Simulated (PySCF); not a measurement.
# SVWN5/aug-cc-pVDZ run of SiH2F2 (SMILES F[SiH2]F)

Aim: the vertical electron affinity of SiH2F2 at SVWN5/aug-cc-pVDZ, from 2 runs. Input form: a Python script.

Program for the calculation: PySCF 2.14.0.

1 further run of the same task is left out (set aside as unsound or not needed).

**1. The system as given**

SiH2F2: 5 atoms, total charge 0, spin state singlet. SMILES: `F[SiH2]F`. The shape is that of a PBE0-D4/def2-TZVP optimisation.

Bond lengths: F1–Si2 1.586 Å, Si2–F3 1.586 Å, Si2–H4 1.474 Å, Si2–H5 1.474 Å. Angles: F1–Si2–F3 108.0°, F1–Si2–H4 108.5°, F1–Si2–H5 108.5°, F3–Si2–H4 108.5°, F3–Si2–H5 108.5°, H4–Si2–H5 114.6°.

**2. The energy at SVWN5/aug-cc-pVDZ**

input.py

```python
from pyscf import gto, dft

mol = gto.M(
    atom=[
    ('F', (-1.079010, 0.538200, 0.980720)),
    ('Si', (-0.005220, -0.000540, -0.054090)),
    ('F', (1.247630, -0.520590, 0.766910)),
    ('H', (-0.590470, -1.138740, -0.786300)),
    ('H', (0.427070, 1.121680, -0.907250)),
],
    basis='aug-cc-pvdz',
    max_memory=1860,
    verbose=4,
)

calc0 = dft.RKS(mol, xc='svwn')
calc0.conv_tol = 1e-10
calc0.grids.level = 5
calc0.kernel()
if not calc0.converged:
    calc0 = calc0.newton().run(calc0.mo_coeff, calc0.mo_occ)

e_tot = calc0.e_tot
print(f'total energy: {e_tot:.8f} hartree')
```

Command:

```console
OMP_NUM_THREADS=1 python input.py
```

Output:

```text
PySCF version 2.14.0

[... 73 lines left out ...]
converged SCF energy = -488.061283795621
total energy: -488.06128380 hartree
```

It took 6.6 s on 1 thread of Arm Neoverse V2, shared host; peak memory 0.31 GiB.

**3. The doublet anion, same level**

input.py

```python
from pyscf import gto, dft

system = gto.M(
    atom='''
F     -2.039033     1.017051     1.853292
Si    -0.009864    -0.001020    -0.102215
F      2.357679    -0.983773     1.449250
H     -1.115827    -2.151907    -1.485892
H      0.807045     2.119668    -1.714454
''',
    max_memory=1860,
    unit='bohr',
    verbose=4,
    spin=1,
    basis='aug-cc-pvdz',
    charge=-1,
)

myscf = dft.UKS(system, xc='svwn')
myscf.grids.level = 5
myscf.conv_tol = 1e-10
myscf.kernel()
if not myscf.converged:
    myscf = myscf.newton().run(myscf.mo_coeff, myscf.mo_occ)

e_tot = myscf.e_tot
print(f'total energy: {e_tot:.8f} hartree')
```

Command:

```console
OMP_NUM_THREADS=1 python input.py
```

Output:

```text
PySCF version 2.14.0

[... 105 lines left out ...]
converged SCF energy = -488.037203281003  <S^2> = 0.75012279  2S+1 = 2.0001228
total energy: -488.03720328 hartree
```

Wall time 14 s (1 thread of Arm Neoverse V2, shared host); peak memory 0.31 GiB.

**4. What came out**

At SVWN5/aug-cc-pVDZ:

| quantity | value |
| --- | --- |
| singlet SiH2F2: total energy | -488.06128 Eh |
| singlet SiH2F2: dipole moment | 1.53 D |
| singlet SiH2F2: HOMO energy | -8.42 eV |
| singlet SiH2F2: LUMO energy | -1.02 eV |
| singlet SiH2F2: HOMO–LUMO gap | 7.40 eV |
| doublet anion: total energy | -488.03720 Eh |
| doublet anion: HOMO energy (highest over α and β) | 1.93 eV |
| doublet anion: LUMO energy (lowest over α and β) | 2.19 eV |
| doublet anion: ⟨S²⟩ | 0.750 |
| vertical electron affinity (to the doublet anion) | -0.655 eV |

What this shows: The anion lies 0.66 eV (63.2 kJ/mol) above the neutral: the electron isn't bound at this level, and such a value depends on the basis. The HOMO (doublet anion) lies at positive energy, 1.93 eV, as semi-local functionals often give for anions; only total energies tell whether the electron is bound.
